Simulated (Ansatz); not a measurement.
Which method gave which barrier?

Saddle point of SiH$_{6}$F$_{2}$, closed shell (SiH₄ + HF + HF → SiH₃F ([F][SiH3]) + HF + H₂; bonds formed: Si1–F7, H2–H8, H6–F9; bonds broken: Si1–H2, H6–F7, H8–F9), PBE0-D4/def2-TZVP structure:

Si1  (-0.806, -0.328, -0.466)
H2  (0.141, -0.726, 0.849)
H3  (-1.517, -1.550, 0.044)
H4  (-0.349, -0.767, -1.800)
H5  (-1.827, 0.725, -0.284)
H6  (1.259, 1.057, 0.191)
F7  (0.448, 1.101, -0.652)
H8  (0.875, -0.179, 1.033)
F9  (1.776, 0.667, 1.085)
(Å)

Ansatz 0.2.0; basis: def2-TZVPP, with def2-QZVPP for the basis limit; cores frozen in the correlated methods. B3LYP uses VWN-RPA correlation. Extrapolation: Hartree–Fock as exp(−7.88 √X), correlation as X^−2.97. Four methods, as single points on the PBE0-D4 structures, gave these electronic barriers from the start structure: 111.7, 127.1, 146.4, 219.5 kJ/mol.

Question: The methods were, in alphabetical order, B3LYP-D4, BLYP-D4, CCSD(T), HF. Which gave which? (A judgement: the text doesn't fix the answer.)

Answer: By the calculation: BLYP-D4 111.7; B3LYP-D4 127.1; CCSD(T) 146.4; HF 219.5 kJ/mol. For comparison, CCSD(T) at an estimated basis limit (MP2 extrapolated from triple and quadruple zeta, plus CCSD(T) − MP2 in triple zeta) gives 145.5 kJ/mol.

No T1 diagnostic of these runs exceeds 0.013. The start structure is not quite a true minimum (one mode of 47i cm⁻¹). The end structure is not quite a true minimum (one mode of 27i cm⁻¹).

Labels in which every atom is bracketed show which atoms are joined, not bond orders.

For scale, one of the runs: CCSD(T)/def2-TZVPP, 188 basis functions, launched by `ansatz run in.yaml --threads 2 --pin off --events-out ev --progress --plain --max-ram 4352MiB`. Time: 37 s of wall clock on 2 CPU threads of an Intel Xeon Platinum 8259CL; the host was shared. Peak host memory: 2.1 GiB.
